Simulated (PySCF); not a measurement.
**AlH5S (Al(H2S)H3) at CCSD(T)/ANO-RCC-VDZ (sfX2C)**

What is the vertical ionisation energy of AlH5S (Al(H2S)H3) at CCSD(T)/ANO-RCC-VDZ (sfX2C)? Input form: a Python script.

The results are computed with PySCF 2.14.0.

**1. The system as given**

AlH5S: 7 atoms, total charge 0, spin state singlet. As SMILES, `[H][Al]([H])([H])<-[SH2]`. Geometry: a GFN2-xTB relaxation, a rough one for these elements and not checked as a minimum.

Bond lengths: Al1–S2 2.471 Å, S2–H3 1.332 Å, S2–H4 1.332 Å, Al1–H5 1.563 Å, Al1–H6 1.577 Å, Al1–H7 1.563 Å. Angles: Al1–S2–H3 90.6°, Al1–S2–H4 90.1°, S2–Al1–H5 96.0°, S2–Al1–H6 92.1°, S2–Al1–H7 95.6°, H3–S2–H4 92.6°, H5–Al1–H6 118.7°, H5–Al1–H7 120.8°, H6–Al1–H7 118.6°.

**2. The energy at CCSD(T)/ANO-RCC-VDZ (sfX2C)**

File mol.xyz:

```xyz
7
AlH5S
Al     0.129800    -0.221970    -1.011590
S      0.151830    -0.251940     1.458910
H      0.512600     1.030130     1.485280
H     -1.145480     0.049310     1.476400
H      1.682150    -0.187190    -1.188640
H     -0.666140     1.139260    -1.046260
H     -0.664760    -1.557600    -1.174090
```

File input.py:

```python
from pyscf import gto, scf, cc

mol = gto.M(
    atom='mol.xyz',
    basis='ano-rcc-vdz',
    spin=0,
    verbose=4,
    max_memory=1860,
)

mf = scf.RHF(mol)
mf = mf.x2c()
mf.conv_tol = 1e-10
mf.kernel()
if not mf.converged:
    mf = mf.newton().run(mf.mo_coeff, mf.mo_occ)

mycc = cc.CCSD(mf, frozen=10)
mycc.kernel()
e_t = mycc.ccsd_t()
etot = mycc.e_tot + e_t
print('E = %.10f Eh' % etot)
```

On the command line:

```bash
$ OMP_NUM_THREADS=1 python input.py
```

Log:

```text
PySCF version 2.14.0

[INPUT] num. atoms = 7
[INPUT] num. electrons = 34
[INPUT] charge = 0
[INPUT] spin (= nelec alpha-beta = 2S) = 0
[INPUT] symmetry False subgroup None
[INPUT] Mole.unit = angstrom
[INPUT] Symbol           X                Y                Z      unit          X                Y                Z       unit  Magmom
[INPUT]  1 Al     0.129800000000  -0.221970000000  -1.011590000000 AA    0.245286450969  -0.419462507870  -1.911628050349 Bohr   0.0
[INPUT]  2 S      0.151830000000  -0.251940000000   1.458910000000 AA    0.286917117493  -0.476097599823   2.756940340389 Bohr   0.0
[INPUT]  3 H      0.512600000000   1.030130000000   1.485280000000 AA    0.968673611452   1.946663572698   2.806772418294 Bohr   0.0
[INPUT]  4 H     -1.145480000000   0.049310000000   1.476400000000 AA   -2.164643481167   0.093182395202   2.789991650308 Bohr   0.0
[INPUT]  5 H      1.682150000000  -0.187190000000  -1.188640000000 AA    3.178802800437  -0.353737833257  -2.246204060703 Bohr   0.0
[INPUT]  6 H     -0.666140000000   1.139260000000  -1.046260000000 AA   -1.258822160618   2.152889384672  -1.977144855087 Bohr   0.0
[INPUT]  7 H     -0.664760000000  -1.557600000000  -1.174090000000 AA   -1.256214338566  -2.943437411623  -2.218708545591 Bohr   0.0

nuclear repulsion = 85.5494908085989
number of shells = 9
number of NR pGTOs = 146
number of NR cGTOs = 36
basis = ano-rcc-vdz
ecp = {}

******** <class 'pyscf.x2c.sfx2c1e.sfX2C1eRHF'> ********
method = sfX2C1eRHF
initial guess = minao
damping factor = 0
level_shift factor = 0
DIIS = <class 'pyscf.scf.diis.CDIIS'>
diis_start_cycle = 1
diis_space = 8
diis_damp = 0
SCF conv_tol = 1e-10
SCF conv_tol_grad = None
SCF max_cycles = 50
direct_scf = True
direct_scf_tol = 1e-13

******** <class 'pyscf.x2c.sfx2c1e.SpinFreeX2CHelper'> ********
approx = 1e
xuncontract = 1
Set gradient conv threshold to 1e-05
Initial guess from minao.
init E= -643.613847618425
  HOMO = -0.3186858209565  LUMO = 0.0451912035835784  gap/eV = 9.90160
cycle= 1 E= -643.741664799405  delta_E= -0.128  |g|= 0.22  |ddm|= 2.83
  HOMO = -0.409414157188756  LUMO = 0.036109930683371  gap/eV = 12.12333
cycle= 2 E= -643.768828580029  delta_E= -0.0272  |g|= 0.0418  |ddm|= 0.534
  HOMO = -0.412898224211837  LUMO = 0.0525821118356724  gap/eV = 12.66637
cycle= 3 E= -643.770035501026  delta_E= -0.00121  |g|= 0.00855  |ddm|= 0.148
  HOMO = -0.41410567740586  LUMO = 0.0527091180157879  gap/eV = 12.70268
cycle= 4 E= -643.770090488153  delta_E= -5.5e-05  |g|= 0.00235  |ddm|= 0.0326
  HOMO = -0.414198907711445  LUMO = 0.0529360200703888  gap/eV = 12.71139
cycle= 5 E= -643.77009466824  delta_E= -4.18e-06  |g|= 0.000439  |ddm|= 0.00907
  HOMO = -0.414200656059058  LUMO = 0.0529446609281385  gap/eV = 12.71167
cycle= 6 E= -643.770094851502  delta_E= -1.83e-07  |g|= 9.77e-05  |ddm|= 0.00183
  HOMO = -0.414212646542657  LUMO = 0.0529537469808727  gap/eV = 12.71225
cycle= 7 E= -643.770094859456  delta_E= -7.95e-09  |g|= 2.32e-05  |ddm|= 0.000348
  HOMO = -0.414215286939583  LUMO = 0.0529528775882286  gap/eV = 12.71229
cycle= 8 E= -643.770094860015  delta_E= -5.59e-10  |g|= 4.57e-06  |ddm|= 0.000116
  HOMO = -0.414214845964532  LUMO = 0.0529528575447258  gap/eV = 12.71228
cycle= 9 E= -643.770094860039  delta_E= -2.39e-11  |g|= 7.27e-07  |ddm|= 2.56e-05
  HOMO = -0.414214905860154  LUMO = 0.0529528235764087  gap/eV = 12.71228
Extra cycle  E= -643.77009486004  delta_E= -7.96e-13  |g|= 2.9e-07  |ddm|= 2.17e-06
converged SCF energy = -643.77009486004

******** <class 'pyscf.cc.ccsd.CCSD'> ********
CC2 = 0
CCSD nocc = 7, nmo = 26
frozen orbitals 10
max_cycle = 50
direct = 0
conv_tol = 1e-07
conv_tol_normt = 1e-05
diis_space = 6
diis_start_cycle = 0
diis_start_energy_diff = 1e+09
Init t2, MP2 energy = -643.868927566866  E_corr(MP2) -0.0988327068263384
Init E_corr(CCSD) = -0.098832706826395
cycle = 1  E_corr(CCSD) = -0.119962977573379  dE = -0.0211302707  norm(t1,t2) = 0.0480105
cycle = 2  E_corr(CCSD) = -0.12660477024377  dE = -0.00664179267  norm(t1,t2) = 0.0178509
cycle = 3  E_corr(CCSD) = -0.130379951027968  dE = -0.00377518078  norm(t1,t2) = 0.00736134
cycle = 4  E_corr(CCSD) = -0.130385527998846  dE = -5.57697088e-06  norm(t1,t2) = 0.000976175
cycle = 5  E_corr(CCSD) = -0.130369121028674  dE = 1.64069702e-05  norm(t1,t2) = 0.000237457
cycle = 6  E_corr(CCSD) = -0.13037155121414  dE = -2.43018547e-06  norm(t1,t2) = 7.49779e-05
cycle = 7  E_corr(CCSD) = -0.130371424113829  dE = 1.27100312e-07  norm(t1,t2) = 1.69999e-05
cycle = 8  E_corr(CCSD) = -0.130371469052281  dE = -4.49384519e-08  norm(t1,t2) = 5.60032e-06
CCSD converged
E(CCSD) = -643.9004663290918  E_corr = -0.1303714690522805
CCSD(T) correction = -0.00162991689176099
E = -643.9020962460 Eh
```

It took 1.9 s on 1 thread of Arm Neoverse V1, shared host; peak memory 0.12 GiB.

**3. The doublet cation at the same level**

File job.py:

```python
from pyscf import gto, scf, cc

system = gto.M(
    atom='''
Al   0.129800  -0.221970  -1.011590
S    0.151830  -0.251940   1.458910
H    0.512600   1.030130   1.485280
H   -1.145480   0.049310   1.476400
H    1.682150  -0.187190  -1.188640
H   -0.666140   1.139260  -1.046260
H   -0.664760  -1.557600  -1.174090
''',
    spin=1,
    basis='ano-rcc-vdz',
    verbose=4,
    max_memory=1860,
    charge=1,
)

mf = scf.UHF(system)
mf = mf.sfx2c1e()
mf.conv_tol = 1e-10
mf.kernel()
if not mf.converged:
    mf = mf.newton().run(mf.mo_coeff, mf.mo_occ)

mycc = cc.CCSD(mf, frozen=10)
mycc.kernel()
e_t = mycc.ccsd_t()
etot = mycc.e_tot + e_t
print('Final energy', etot)
```

On the command line:

```bash
$ OMP_NUM_THREADS=1 python job.py
```

Log:

```text
PySCF version 2.14.0

[INPUT] num. atoms = 7
[INPUT] num. electrons = 33
[INPUT] charge = 1
[INPUT] spin (= nelec alpha-beta = 2S) = 1
[INPUT] symmetry False subgroup None
[INPUT] Mole.unit = angstrom
[INPUT] Symbol           X                Y                Z      unit          X                Y                Z       unit  Magmom
[INPUT]  1 Al     0.129800000000  -0.221970000000  -1.011590000000 AA    0.245286450969  -0.419462507870  -1.911628050349 Bohr   0.0
[INPUT]  2 S      0.151830000000  -0.251940000000   1.458910000000 AA    0.286917117493  -0.476097599823   2.756940340389 Bohr   0.0
[INPUT]  3 H      0.512600000000   1.030130000000   1.485280000000 AA    0.968673611452   1.946663572698   2.806772418294 Bohr   0.0
[INPUT]  4 H     -1.145480000000   0.049310000000   1.476400000000 AA   -2.164643481167   0.093182395202   2.789991650308 Bohr   0.0
[INPUT]  5 H      1.682150000000  -0.187190000000  -1.188640000000 AA    3.178802800437  -0.353737833257  -2.246204060703 Bohr   0.0
[INPUT]  6 H     -0.666140000000   1.139260000000  -1.046260000000 AA   -1.258822160618   2.152889384672  -1.977144855087 Bohr   0.0
[INPUT]  7 H     -0.664760000000  -1.557600000000  -1.174090000000 AA   -1.256214338566  -2.943437411623  -2.218708545591 Bohr   0.0

nuclear repulsion = 85.5494908085989
number of shells = 9
number of NR pGTOs = 146
number of NR cGTOs = 36
basis = ano-rcc-vdz
ecp = {}

******** <class 'pyscf.x2c.sfx2c1e.sfX2C1eUHF'> ********
method = sfX2C1eUHF
initial guess = minao
damping factor = 0
level_shift factor = 0
DIIS = <class 'pyscf.scf.diis.CDIIS'>
diis_start_cycle = 1
diis_space = 8
diis_damp = 0
SCF conv_tol = 1e-10
SCF conv_tol_grad = None
SCF max_cycles = 50
direct_scf = True
direct_scf_tol = 1e-13
number electrons alpha = 17  beta = 16

[... 89 lines left out ...]
converged SCF energy = -643.397031451496  <S^2> = 0.77371117  2S+1 = 2.0235723
[... 12 lines left out ...]
Init t2, MP2 energy = -0.0935802270423724
[... 26 lines left out ...]
UCCSD converged
[... 2 lines left out ...]
Final energy -643.5268103874713
```

Wall time 3.3 s (1 thread of Arm Neoverse V1, shared host); peak memory 0.14 GiB.

**4. Outcome**

Level: CCSD(T)/ANO-RCC-VDZ (sfX2C), 10 core orbitals frozen.

```
                                                                  quantity          value
                                               singlet AlH5S: total energy  -643.90210 Eh
                       singlet AlH5S: dipole moment (Hartree–Fock density)         3.26 D
                        singlet AlH5S: HOMO energy (Hartree–Fock orbitals)      -11.27 eV
                        singlet AlH5S: LUMO energy (Hartree–Fock orbitals)        1.44 eV
                      singlet AlH5S: HOMO–LUMO gap (Hartree–Fock orbitals)       12.71 eV
               singlet AlH5S: correlation energy (10 core orbitals frozen)     -132.0 mEh
                                             singlet AlH5S: (T) correction      -1.63 mEh
                                              singlet AlH5S: T1 diagnostic          0.008
                                              doublet cation: total energy  -643.52681 Eh
doublet cation: HOMO energy (Hartree–Fock orbitals) (highest over α and β)      -16.99 eV
 doublet cation: LUMO energy (Hartree–Fock orbitals) (lowest over α and β)       -9.15 eV
              doublet cation: correlation energy (10 core orbitals frozen)     -129.8 mEh
                                            doublet cation: (T) correction      -2.17 mEh
                         doublet cation: ⟨S²⟩ of the reference determinant          0.774
                                             doublet cation: T1 diagnostic          0.025
                        vertical ionisation energy (to the doublet cation)      10.212 eV
```

What this shows: Removing an electron at fixed nuclei costs 10.21 eV (235 kcal/mol). The triples (singlet AlH5S) make up 1.2 % of the correlation energy. The triples (doublet cation) make up 1.7 % of the correlation energy.
